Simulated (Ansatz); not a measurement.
# OH, quartet: the ladder up to full CI

Geometry: that of the OH, doublet, kept fixed. The doublet lies 7.8 eV lower here.

```xyz
2

O     0.0000    0.0000    0.0000
H     0.0000    0.0000    0.9731
```

Basis cc-pVTZ; Ansatz 0.2.0. Only valence electrons are correlated (noble-gas cores frozen), which leaves 7 electrons in 43 orbitals. R marks a restricted (for open shells ROHF) determinant, U an unrestricted one. Active spaces: valence = (7e, 5o) chosen from the atoms' valence shells.

Full CI is exact within this basis and frozen core; it isn't the basis-set limit. The frozen core follows each run's orbitals, which can shift R against U totals by a few meV.

For open shells CISD and CISDTQ are restricted-active-space CI with the open shells as a complete middle space.

The UHF ⟨S²⟩ is 3.759. The T1 diagnostic (RCCSD) is 0.0144, the largest doubles amplitude (RCCSD) is 0.028 and the T1 diagnostic (UCCSD) is 0.0083.

```tsv
level	E − E(RHF) (eV)
UHF	-0.2137
RMP2	-4.3784
UMP2	-4.3542
RCCSD	-4.8381
UCCSD	-4.8434
RCCSD(T)	-4.9333
UCCSD(T)	-4.9358
```

**Question.** Estimate how far full CI in cc-pVTZ lies from RCCSD(T). The table doesn't fix it; the size of (T) and the diagnostics are the guide.

**Answer.** Full CI in cc-pVTZ lies 1.0 kJ/mol below RCCSD(T), which is 11 % of the (T) step (-9.2 kJ/mol). The diagnostics are small and one determinant leads, so the series closes fast and only a small part of (T) is left.

The other levels:

```json
{"level": "CISD", "E − E(full CI) (kJ/mol)": "17.3", "share of correlation (%)": "96.37", "wall time": "1.8 s"}
{"level": "BCCD(T)", "E − E(full CI) (kJ/mol)": "1.0", "share of correlation (%)": "99.79", "wall time": "0.9 s"}
{"level": "RCCSDT", "E − E(full CI) (kJ/mol)": "0.1", "share of correlation (%)": "99.98", "wall time": "–"}
{"level": "UCCSDT", "E − E(full CI) (kJ/mol)": "-0.2", "share of correlation (%)": "100.04", "wall time": "–"}
{"level": "CISDTQ", "E − E(full CI) (kJ/mol)": "0.1", "share of correlation (%)": "99.97", "wall time": "20 s (H100)"}
{"level": "RCCSDT(Q)", "E − E(full CI) (kJ/mol)": "-0.1", "share of correlation (%)": "100.02", "wall time": "12 s"}
{"level": "UCCSDT(Q)", "E − E(full CI) (kJ/mol)": "-0.3", "share of correlation (%)": "100.07", "wall time": "11 s"}
{"level": "RCCSDTQ", "E − E(full CI) (kJ/mol)": "-0.1", "share of correlation (%)": "100.02", "wall time": "12 s (H100)"}
{"level": "UCCSDTQ", "E − E(full CI) (kJ/mol)": "-0.3", "share of correlation (%)": "100.07", "wall time": "9.5 s (H100)"}
{"level": "CASSCF (valence space)", "E − E(full CI) (kJ/mol)": "477.0", "share of correlation (%)": "0.00", "wall time": "–"}
{"level": "NEVPT2 (valence space)", "E − E(full CI) (kJ/mol)": "83.7", "share of correlation (%)": "82.45", "wall time": "0.21 s"}
{"level": "MRCISD (valence space)", "E − E(full CI) (kJ/mol)": "20.7", "share of correlation (%)": "95.67", "wall time": "–"}
{"level": "MRCISD+Q (valence space)", "E − E(full CI) (kJ/mol)": "2.1", "share of correlation (%)": "99.57", "wall time": "0.51 s"}
{"level": "MRCISD+Q(relaxed) (valence space)", "E − E(full CI) (kJ/mol)": "1.9", "share of correlation (%)": "99.61", "wall time": "0.54 s"}
```

The correlation energy at full CI, counted from RHF, is -4.943 eV. That run took 1.8 min on 5 threads of AMD EPYC 7R13 with a whole H100 80 GB, shared host over 217,395,252 determinants.

Times hold each run's SCF and search for its determinant on a shared host, so for small cases they say little of a method's own cost; rows without a card ran on 1 thread of AMD EPYC 7R13.

The full-CI state has the irrep A2 of C2v, in the program's axes (one component, if the state is degenerate).

Natural occupations of full CI about the gap: 1.975 1.967 0.995 0.995 0.995 0.017 0.010 0.007 0.007 0.005; effectively unpaired electrons, Σ n²(2−n)², 3.01.
